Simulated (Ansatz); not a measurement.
## Interaction energy ladder

The pair of CH5N (SMILES CN, atoms 1–7) and CH4 (SMILES C, atoms 8–12), both closed shells, in one local arrangement (a lower one may exist), relaxed at PBE0-D4/def2-TZVP:

| atom | x (Å) | y (Å) | z (Å) |
| --- | --- | --- | --- |
| C1 | -0.4227 | -0.5042 | -1.7206 |
| N2 | 0.4264 | 0.6743 | -1.6916 |
| H3 | -0.6953 | -0.9119 | -0.7363 |
| H4 | 0.0772 | -1.2960 | -2.2830 |
| H5 | -1.3474 | -0.2705 | -2.2528 |
| H6 | 1.2983 | 0.4791 | -1.2168 |
| H7 | -0.0210 | 1.4288 | -1.1871 |
| C8 | 0.1371 | 0.0803 | 2.2177 |
| H9 | 0.3224 | 0.4021 | 1.1930 |
| H10 | -0.9153 | 0.2271 | 2.4594 |
| H11 | 0.7518 | 0.6662 | 2.9005 |
| H12 | 0.3882 | -0.9754 | 2.3175 |

Ansatz 0.2.0; basis: def2-TZVPPD, with def2-QZVPPD for the basis limit; cores frozen in the correlated methods. B3LYP uses VWN-RPA correlation. Extrapolation: Hartree–Fock as exp(−7.88 √X), correlation as X^−2.97. Interaction energies count from these two fragments, frozen as in the pair, with the counterpoise correction; negative means bound.

(1) What is the interaction energy by CCSD(T) at an estimated basis limit (MP2 extrapolated from triple and quadruple zeta, plus CCSD(T) − MP2 in triple zeta)? (An estimate is asked for; the value comes from the calculation.)

(2) Which atoms make the shortest contact between the fragments?

No T1 diagnostic of these runs exceeds 0.009.

Answers

(1) By the calculation: -2.9 kJ/mol. Hartree–Fock alone gives 2.9 kJ/mol at the basis limit, so without correlation the pair would not bind at this distance. It counts from the two fragments frozen as in the pair.

The same quantity by other methods in triple zeta, and each one's difference from that estimate:
```csv
method,E_int (kJ/mol),difference
PBE-D4,-4.0,-1.1
revPBE-D4,-2.9,0.1
BLYP-D4,-2.2,0.7
r2SCAN-D4,-3.0,0.0
B97M-V,-3.1,-0.2
PBE0-D4,-3.3,-0.4
B3LYP-D4,-2.6,0.3
HSE06-D4,-3.4,-0.4
wB97X-V,-2.8,0.1
wB97M-V,-2.6,0.3
B2PLYP,-0.2,2.8
HF,2.9,5.8
MP2,-2.2,0.7
CCSD,-1.7,1.2
CCSD(T),-2.5,0.4
```
Differences are method less estimate.

(2) H3 and H9, 2.55 Å apart.

Basis-set superposition shift (counterpoise-corrected less uncorrected): CCSD(T) 1.2; MP2 1.2; HF 0.2; PBE0-D4 0.2; wB97M-V 0.3 kJ/mol.

For scale, one of the runs: CCSD(T)/def2-TZVPPD, 264 basis functions, launched by `ansatz run in.yaml --threads 4 --pin off --events-out ev --progress --plain --max-ram 9574MiB`. Hardware: 4 CPU threads of an Intel Xeon Platinum 8488C, shared host. Wall time 56 s; peak host memory 6.7 GiB.
